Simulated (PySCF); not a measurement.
Stepwise substitution at one centre (Al F-NH2). Isolated molecules, 0 K electronic values unless said otherwise. Strings in code marks are SMILES.

All values below come from PySCF with PBE-D3(BJ)/def2-TZVP // B3LYP-D3(BJ)/def2-TZVP. Excitations are Tamm–Dancoff values on a coarser integration grid. The basis has no diffuse functions, so Rydberg states are missing or too high.

```tsv
species	LUMO (eV)	T1 excitation (TDA) (eV)	HOMO (eV)
0 of 3 F replaced by NH2 (`[F][Al]([F])[F]`)	-2.42	___	___
1 of 3 F replaced by NH2 (`[NH2][Al]([F])[F]`)	-1.54	4.76	-6.57
2 of 3 F replaced by NH2	-0.91	4.65	___
3 of 3 F replaced by NH2	-0.50	4.62	-5.27
```

Question: Fill in the missing entries.

Answer: 
- 0 of 3 F replaced by NH2 (`[F][Al]([F])[F]`), T1 excitation (TDA) (eV): 7.08
- 0 of 3 F replaced by NH2 (`[F][Al]([F])[F]`), HOMO (eV): -9.62
- 2 of 3 F replaced by NH2, HOMO (eV): -5.74
